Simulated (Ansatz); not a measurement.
**Scan of the B1–H4 bond length**

C₂H₂B (SMILES [BH]C#C), doublet, at its PBE0-D4/def2-TZVP minimum:

B1  (-0.995, 0.880, -0.400)
C2  (0.032, -0.008, 0.102)
C3  (0.879, -0.715, 0.626)
H4  (-1.533, 1.178, -1.408)
H5  (1.618, -1.334, 1.079)
(Å)

The bond length B1–H4 (1.181 Å at the minimum) is set to the values below, with the rest relaxed at PBE0-D4/def2-TZVP at each step. Each method's energies count from its own value at the PBE0-D4 minimum structure. Ansatz 0.2.0; basis: def2-TZVPP; cores frozen in the correlated methods; orbitals are unrestricted. B3LYP uses VWN-RPA correlation.

```
bond length (Å)  CCSD(T) (kcal/mol)  PBE0-D4 (kcal/mol)  PBE-D4 (kcal/mol)  r2SCAN-D4 (kcal/mol)
          1.039                7.64                7.46               7.76                  7.28
          1.080                3.62                3.49               3.72                  3.37
          1.141                0.54                0.48               0.59                  0.44
          1.211                0.22                0.26               0.17                  0.28
          1.289                2.71                2.86               2.52                  2.92
          1.373                7.60                7.88               7.21                  7.95
          1.462               14.30               14.64              13.56                 14.76
          1.556               22.24               22.75              21.18                 22.83
          1.653               30.75               31.61              29.51                 31.55
```

Minimum and curvature along this coordinate at CCSD(T): A fifth-order fit through the nearest points gives 1.183 Å, with a curvature of about 25 eV/Å².

Largest difference from the CCSD(T) curve over the scan: B3LYP-D4 0.78; wB97M-V 1.91; HF 3.57; MP2 0.29 kcal/mol. Each curve counts from its own value at the minimum.

No T1 diagnostic of these runs exceeds 0.041. ⟨S²⟩ of the unrestricted Hartree–Fock references: 0.88 to 0.94 (a pure state has 0.75). The unrestricted reference is spin-contaminated, which hurts MP2 most.

For scale, one of the runs: CCSD(T)/def2-TZVPP, 121 basis functions (an equivalent command: `ansatz run in.yaml --threads 2`). The run took 17 s on 2 CPU threads (shared host), with 1.1 GiB of host memory at its peak.
